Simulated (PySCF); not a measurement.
# OH− (hydroxide): r2SCAN/aug-cc-pVTZ

What is the energy change on altering one bond length of OH− (hydroxide) at r2SCAN/aug-cc-pVTZ? The job is set up through a Python script.

The calculation is run with PySCF 2.14.0.

2 further runs of the same task are left out: 2 set aside as unsound or not needed.

### Step 1. The structure to begin with

The species is OH− (2 atoms), meant as a singlet with charge -1. SMILES: `[OH-]`. Geometry: relaxed at PBE0-D4/def2-TZVPD.

Bond lengths: O1–H2 0.964 Å.

### Step 2. The energy at r2SCAN/aug-cc-pVTZ

File calc.py:

```python
from pyscf import gto, dft

mol = gto.M(
    atom='''
O      0.411800    -0.131800     0.212500
H     -0.411800     0.131800    -0.212500
''',
    charge=-1,
    max_memory=1860,
    spin=0,
    basis='aug-cc-pvtz',
    verbose=3,
)

ks = dft.RKS(mol, xc='r2scan')
ks.conv_tol = 1e-10
ks.grids.level = 5
ks.kernel()
if not ks.converged:
    ks = ks.newton().run(ks.mo_coeff, ks.mo_occ)

e_final = ks.e_tot
print('E = %.10f Eh' % e_final)
```

Run with:

```sh
$ OMP_NUM_THREADS=1 python calc.py
```

Output:

```text
converged SCF energy = -75.789465888891
E = -75.7894658889 Eh
```

Run time: 9.9 s. Hardware: 1 thread of Intel Xeon at 2.70GHz, shared host; peak memory 0.35 GiB.

### Step 3. The distorted shape

File job.py:

```python
from pyscf import gto, dft

system = gto.M(
    atom='O 0.823580 -0.263594 0.424990; H -0.411800 0.131800 -0.212500',
    charge=-1,
    verbose=3,
    max_memory=1860,
    basis='aug-cc-pvtz',
)

mf = dft.RKS(system)
mf.xc = 'r2scan'
mf.grids.level = 5
mf.conv_tol = 1e-10
mf.kernel()
if not mf.converged:
    mf = mf.newton().run(mf.mo_coeff, mf.mo_occ)

etot = mf.e_tot
print('E(%s) = %.9f' % ('R2SCAN', etot))
```

Run with:

```sh
$ OMP_NUM_THREADS=1 python job.py
```

Output:

```text
converged SCF energy = -75.7102676097587
E(R2SCAN) = -75.710267610
```

Wall time 8.1 s (1 thread of Intel Xeon at 2.70GHz, shared host); peak memory 0.35 GiB.

### Step 4. Outcome

Level: r2SCAN/aug-cc-pVTZ.

| quantity | value |
| --- | --- |
| first shape: total energy | -75.78947 Eh |
| first shape: HOMO energy | 2.02 eV |
| first shape: LUMO energy | 4.11 eV |
| first shape: HOMO–LUMO gap (to an unbound level, set by the basis) | 2.09 eV |
| distorted shape: total energy | -75.71027 Eh |
| distorted shape: HOMO energy | 1.76 eV |
| distorted shape: LUMO energy | 3.82 eV |
| distorted shape: HOMO–LUMO gap (to an unbound level, set by the basis) | 2.05 eV |
| energy change with the O1–H2 bond stretched from 0.964 to 1.445 Å | 2.155 eV |

**Reading.** With the O1–H2 bond stretched from 0.964 to 1.445 Å the energy rises by 2.16 eV (208 kJ/mol). The first shape isn't relaxed at this level, so the change isn't measured from a minimum. The HOMO (first shape) lies at positive energy, 2.02 eV, as semi-local functionals often give for anions; only total energies tell whether the electron is bound. The HOMO (distorted shape) lies at positive energy, 1.76 eV, as semi-local functionals often give for anions; only total energies tell whether the electron is bound.
